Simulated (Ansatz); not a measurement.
# Molybdenum, bcc under PBE: testing the Methfessel-Paxton smearing

Aim: find which Methfessel-Paxton smearing width is enough for energy and pressure. The geometry was relaxed under PBE beforehand and stays fixed; 7 values are run, from 0.01 to 1.0 eV. Wanted are the values from which on the energy stays within 10 and 1 meV/atom, and the pressure within 0.5 GPa, of the narrowest run. Within the series other settings stay, but some runs also write fields, which adds to their time. Spin polarisation is left out.

Computed with Ansatz 0.2.0 (DFT PBE, plane waves with PAW, scalar-relativistic, unless a step says otherwise).

**1. The starting structure**

It takes space group Im-3m (No. 229, cubic). Conventional cell: a = 3.163 Å, b = 3.163 Å, c = 3.163 Å, α = 90.00°, β = 90.00°, γ = 90.00°. Mo (site symmetry m-3m) is surrounded by 8 Mo at 2.74 Å.

Structure file:

```cif
data_structure
_symmetry_space_group_name_H-M 'P 1'
_symmetry_Int_Tables_number 1
_cell_length_a 2.7390
_cell_length_b 2.7390
_cell_length_c 2.7390
_cell_angle_alpha 109.471
_cell_angle_beta 109.471
_cell_angle_gamma 109.471
_cell_volume 15.82
loop_
_atom_site_label
_atom_site_type_symbol
_atom_site_fract_x
_atom_site_fract_y
_atom_site_fract_z
_atom_site_occupancy
Mo1 Mo 0.00000 0.00000 0.00000 1
```

**2. Run at 0.01 eV**

The run at 0.01 eV.

Input file input.yaml:

```yaml
crystal:
  lattice:
    - [-1.581379395, 1.581379395, 1.581379395]
    - [1.581379395, -1.581379395, 1.581379395]
    - [1.581379395, 1.581379395, -1.581379395]
  atoms:
    - { symbol: Mo, position: [0.0, 0.0, 0.0] }
hamiltonian:
  xc: pbe
  pseudopotentials:
    kind: paw
    azcp:
      Mo: "pseudopotentials/Mo.paw.azcp"
basis:
  ecutwfc: 420
  fft_grid_basis: typed
kpoints:
  mp_grid: { grid: [14, 14, 14], shift: [0, 0, 0] }
magnetization:
  spin_polarized: false
scf:
  occupations: { method: methfessel_paxton, width: 0.01 }
  lower_state_search: "off"
output:
  stress: true
```

On the command line:

```bash
ansatz run input.yaml --threads 1 --pin off --max-ram 3584MiB --backend cpu --events-out ev --progress --plain --runs-dir out
```

**3. Run at 0.03 eV**

The run at 0.03 eV.

input.yaml: that of step 2 with these lines changed.

```diff
@@ -21,3 +21,3 @@
 scf:
-  occupations: { method: methfessel_paxton, width: 0.01 }
+  occupations: { method: methfessel_paxton, width: 0.03 }
   lower_state_search: "off"
```

**4. Run at 0.1 eV**

The run at 0.1 eV.

input.yaml: that of step 3 with these lines changed.

```diff
@@ -21,3 +21,3 @@
 scf:
-  occupations: { method: methfessel_paxton, width: 0.03 }
+  occupations: { method: methfessel_paxton, width: 0.1 }
   lower_state_search: "off"
```

**5. Run at 0.2 eV**

The run at 0.2 eV.

input.yaml: that of step 4 with these lines changed.

```diff
@@ -21,3 +21,3 @@
 scf:
-  occupations: { method: methfessel_paxton, width: 0.1 }
+  occupations: { method: methfessel_paxton, width: 0.2 }
   lower_state_search: "off"
@@ -25 +25,5 @@
   stress: true
+  write_density: true
+  write_potential: true
+  elf: true
+  volumetric_format: npy
```

**6. Run at 0.3 eV**

The run at 0.3 eV.

input.yaml: that of step 5 with these lines changed.

```diff
@@ -21,3 +21,3 @@
 scf:
-  occupations: { method: methfessel_paxton, width: 0.2 }
+  occupations: { method: methfessel_paxton, width: 0.3 }
   lower_state_search: "off"
```

**7. Run at 0.6 eV**

The run at 0.6 eV.

input.yaml: that of step 6 with these lines changed.

```diff
@@ -21,3 +21,3 @@
 scf:
-  occupations: { method: methfessel_paxton, width: 0.3 }
+  occupations: { method: methfessel_paxton, width: 0.6 }
   lower_state_search: "off"
@@ -25,5 +25 @@
   stress: true
-  write_density: true
-  write_potential: true
-  elf: true
-  volumetric_format: npy
```

**8. Run at 1.0 eV**

The run at 1.0 eV.

input.yaml: that of step 7 with these lines changed.

```diff
@@ -21,3 +21,3 @@
 scf:
-  occupations: { method: methfessel_paxton, width: 0.6 }
+  occupations: { method: methfessel_paxton, width: 1.0 }
   lower_state_search: "off"
```

(Steps that only read results are left out.)

What does the calculation give?

As calculated:

| quantity | value |
| --- | --- |
| E(σ → 0) stays within 10 meV/atom of 0.01 eV | up to 0.6 eV |
| E(σ → 0) stays within 1 meV/atom | up to 0.2 eV |
| pressure stays within 0.5 GPa | up to 0.3 eV |
| pressure at 0.01 eV | 0.21 GPa |
| energy of a separate run on a finer mesh (23×23×23) | -15.6 meV/atom from 0.01 eV |

At 1.0 eV the energy differs by -11.3 meV/atom and the pressure by -1.5 GPa. Over the range F shifts by +7.0 meV/atom, while E(σ → 0) shifts by -11.3. This scheme cancels the term in the square of the width, so F moves little up to 0.2 eV. The mesh (14×14×14) is fixed, so the narrowest widths carry a k-point error of their own. The yardstick itself is unsettled by 15.6 meV/atom against the finer mesh, so the thresholds above hold only within this series, and wider smearing, which averages over more states, can land nearer the fine-mesh value than the narrowest does.
